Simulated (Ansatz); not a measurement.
## Bands of V

```
V
1.0
    -1.49887    1.49887    1.49887
     1.49887   -1.49887    1.49887
     1.49887    1.49887   -1.49887
V
1
Cartesian
  0.0000 0.0000 0.0000
```

The structure comes from a relaxation in the same program, started in the bcc type, and has space group Im-3m. Whether it is a known phase or the ground state wasn't checked.

The calculation used Ansatz 0.2.0, DFT, PBE, all-electron LAPW, scalar-relativistic.

The runs use a Γ-centred 16×16×16 k mesh, Fermi–Dirac smearing of 0.05 eV, basis error target 1 meV/atom, spin-polarised from start moments V 1.5 μB (the moments died away, and the run ended non-magnetic).

Points in fractions of the reciprocal vectors of this cell: Γ (0, 0, 0), H (0.5, -0.5, 0.5), N (0, 0, 0.5), P (0.25, 0.25, 0.25). The path joins them by straight lines in the order Γ–H–N–Γ–P–H–P–N; legs that retrace an earlier one aren't tabulated. Energies are in eV from the Fermi level.

Task: Metal or insulator at this level of theory?

Result: No gap opens: metallic or semimetallic.

Task: Tabulate bands 3 to 9, counted from the lowest band of the run, along the path.

Result: 
| k (1/Å) | point | band 3 | band 4 | band 5 | band 6 | band 7 | band 8 | band 9 |
| --- | --- | --- | --- | --- | --- | --- | --- | --- |
| 0.00 | Γ | -37.00 | -37.00 | -6.60 | 0.41 | 0.41 | 0.41 | 2.42 |
| 0.52 |  | -37.09 | -37.09 | -5.40 | 0.38 | 0.38 | 0.85 | 1.48 |
| 1.05 |  | -37.30 | -37.30 | -2.92 | -0.56 | 0.85 | 0.85 | 1.97 |
| 1.57 |  | -37.52 | -37.52 | -2.45 | -2.33 | 2.35 | 2.35 | 3.19 |
| 2.10 | H | -37.62 | -37.62 | -3.00 | -3.00 | 3.73 | 3.73 | 3.73 |
| 2.47 |  | -37.57 | -37.53 | -2.68 | -2.64 | 2.62 | 2.84 | 3.78 |
| 2.84 |  | -37.45 | -37.32 | -2.26 | -1.59 | 0.76 | 1.58 | 3.92 |
| 3.21 |  | -37.33 | -37.10 | -2.76 | -0.63 | 0.02 | 1.89 | 4.06 |
| 3.58 | N | -37.28 | -37.01 | -3.18 | -1.13 | 1.63 | 2.42 | 2.79 |
| 3.95 |  | -37.24 | -37.01 | -3.30 | -0.93 | 0.51 | 2.35 | 2.70 |
| 4.32 |  | -37.14 | -37.00 | -4.45 | -0.41 | -0.02 | 2.03 | 2.10 |
| 4.69 |  | -37.04 | -37.00 | -5.98 | 0.16 | 0.33 | 0.85 | 2.18 |
| 5.06 | Γ | -37.00 | -37.00 | -6.60 | 0.41 | 0.41 | 0.41 | 2.42 |
| 5.51 |  | -37.03 | -37.03 | -5.69 | 0.08 | 0.08 | 1.19 | 2.30 |
| 5.97 |  | -37.11 | -37.11 | -3.48 | -0.75 | -0.75 | 2.44 | 2.44 |
| 6.42 |  | -37.26 | -37.26 | -1.37 | -1.25 | -1.25 | 2.73 | 2.73 |
| 6.88 | P | -37.45 | -37.45 | -1.12 | -1.12 | -1.12 | 2.85 | 2.85 |
| 7.33 |  | -37.59 | -37.15 | -1.70 | -0.89 | -0.89 | 2.73 | 2.73 |
| 7.78 |  | -37.65 | -37.17 | -1.43 | -1.43 | -0.81 | 2.77 | 2.77 |
| 8.24 |  | -37.63 | -37.45 | -2.50 | -2.50 | 1.78 | 3.34 | 3.34 |
| 8.69 | H | -37.62 | -37.62 | -3.00 | -3.00 | 3.73 | 3.73 | 3.73 |
| 10.51 | P | -37.45 | -37.45 | -1.12 | -1.12 | -1.12 | 2.85 | 2.85 |
| 10.77 |  | -37.42 | -37.28 | -1.47 | -1.31 | -0.66 | 2.78 | 2.84 |
| 11.03 |  | -37.37 | -37.13 | -2.24 | -1.29 | 0.09 | 2.62 | 2.82 |
| 11.29 |  | -37.31 | -37.04 | -2.92 | -1.19 | 1.03 | 2.48 | 2.80 |
| 11.55 | N | -37.28 | -37.01 | -3.18 | -1.13 | 1.63 | 2.42 | 2.79 |
